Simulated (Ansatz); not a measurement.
Geometry optimisation, RKS PBE0-D4/STO-3G (Ansatz).

input.yaml

```yaml
crystal:
  periodic: [false, false, false]
  atoms:
    - { symbol: O, position_ang: [-0.397, -2.6784, 1.1578] }
    - { symbol: C, position_ang: [-0.2718, -1.7025, 0.4528] }
    - { symbol: C, position_ang: [-0.1198, -0.6419, -0.3002] }
    - { symbol: S, position_ang: [0.6738, -0.8788, -1.873] }
    - { symbol: C, position_ang: [-0.5392, 0.7161, 0.1128] }
    - { symbol: S, position_ang: [0.8689, 1.78, 0.6046] }
    - { symbol: H, position_ang: [0.8784, 0.3947, -2.1762] }
    - { symbol: H, position_ang: [-1.042, 1.2347, -0.6914] }
    - { symbol: H, position_ang: [-1.2235, 0.6857, 1.025] }
    - { symbol: H, position_ang: [1.2553, 1.0392, 1.6907] }
basis:
  gaussian: { orbitals: STO-3G }
hamiltonian:
  xc: pbe0
  dispersion: d4
relax:
  f_tol: 0.02
  max_steps: 40
```

Launched with:

```bash
$ ansatz run input.yaml --threads 1 --pin off --max-ram 2048MiB --backend cpu --events-out ev --progress --plain --runs-dir out
```

Question: Where does it end, and by what steps?

Answer: It converged. Limits of this set-up: minimal basis. After 11 steps the energy has fallen by 0.318 eV; H7 moved furthest, 0.75 Å.

| step | energy less start (eV) | largest force component (eV/Å) | accepted |
| --- | --- | --- | --- |
| 0 | 0.0000 | 2.977 | yes |
| 1 | -0.1850 | 0.844 | yes |
| 2 | -0.2360 | 0.643 | yes |
| 3 | -0.2658 | 0.910 | yes |
| 4 | -0.2932 | 0.642 | yes |
| 5 | -0.3080 | 0.224 | yes |
| 6 | -0.3144 | 0.138 | yes |
| 7 | -0.3166 | 0.120 | yes |
| 8 | -0.3176 | 0.026 | yes |
| 9 | -0.3179 | 0.031 | yes |
| 10 | -0.3181 | 0.032 | yes |
| 11 | -0.3184 | 0.020 | yes |

```xyz
10
Properties=species:S:1:pos:R:3
O -0.596 -2.784 1.031
C -0.360 -1.763 0.411
C -0.180 -0.674 -0.325
S 0.672 -0.769 -1.889
C -0.605 0.704 0.190
S 0.780 1.893 0.271
H 1.362 0.376 -1.598
H -1.342 1.151 -0.499
H -1.092 0.604 1.173
H 1.444 1.212 1.238
```

Time of the run: 33 s on 1 CPU thread of a shared host.
